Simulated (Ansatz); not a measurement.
The input, for Ansatz 0.2.0:

```yaml
crystal:
  periodic: [false, false, false]
  atoms:
    - {symbol: In, position_ang: [0.000000, 0.000000, -0.023590]}
    - {symbol: H, position_ang: [0.000000, 1.413282, 1.343586]}
    - {symbol: H, position_ang: [0.000000, -1.413282, 1.343586]}
basis:
  gaussian: {orbitals: def2-TZVP}
total_charge: 1
magnetization: {spin_polarized: false, initial_magnetization: 2}
hamiltonian: {xc: {name: PBE}}
correlation: {method: ccsd, electrons: outside_noble_gas}
```

```sh
$ ansatz run in.yaml --threads 1 --pin off --events-out ev --progress --plain --max-ram 2393MiB
```

(1) Roughly how long does this take on 1 thread of Intel Xeon, shared host, and how much host memory?

```
587 factors; integrals over basis functions are off by at most 1.1e-3 eV
mean field evaluation 1: about -5194.5867 eV, gradient 1.3e1 eV
mean field evaluation 2: about -5194.5836 eV, gradient 1.3e1 eV
mean field evaluation 4: about -5195.3117 eV, gradient 1.1e0 eV
mean field evaluation 8: about -5195.3188 eV, gradient 6.3e-2 eV
mean field evaluation 16: about -5195.3188 eV, gradient 3.5e-7 eV
mean field -5195.31882248 eV, -190.9244452125 hartree, gradient 3.2e-7 eV, S^2 2.000000; 0 other end points of the search recorded, 0 dependent functions left out
9 core orbitals not correlated: weight in the atoms' cores, before any rotation towards them, 0.995 or more for the frozen orbitals, at most 0.004 for the correlated occupied ones
reference -5169.63824461 eV, -189.9807013829 hartree; 3, 1 occupied and 50, 52 virtual orbitals, 587 factors
second order -1.10530690 eV of doubles, -0.36858134 eV of singles
cycle   1  -1.71500208 eV  change   -2.4e-1 eV  update   5.4e-2
cycle   2  -1.84649964 eV  change   -1.3e-1 eV  update   2.4e-2
cycle   3  -1.85404087 eV  change   -7.5e-3 eV  update   8.8e-3
cycle   4  -1.86068882 eV  change   -6.6e-3 eV  update   4.2e-3
cycle   5  -1.86071610 eV  change   -2.7e-5 eV  update   1.4e-3
cycle   6  -1.86072841 eV  change   -1.2e-5 eV  update   3.3e-4
cycle   7  -1.86078651 eV  change   -5.8e-5 eV  update   9.9e-5
cycle   8  -1.86074026 eV  change    4.6e-5 eV  update   3.0e-5
cycle   9  -1.86073773 eV  change    2.5e-6 eV  update   8.3e-6
cycle  10  -1.86073831 eV  change   -5.7e-7 eV  update   2.2e-6
Total energy: -5171.49898292 eV, -190.0490822544 hartree
```

Answers

(1) 9.5 s wall and 0.18 GiB.
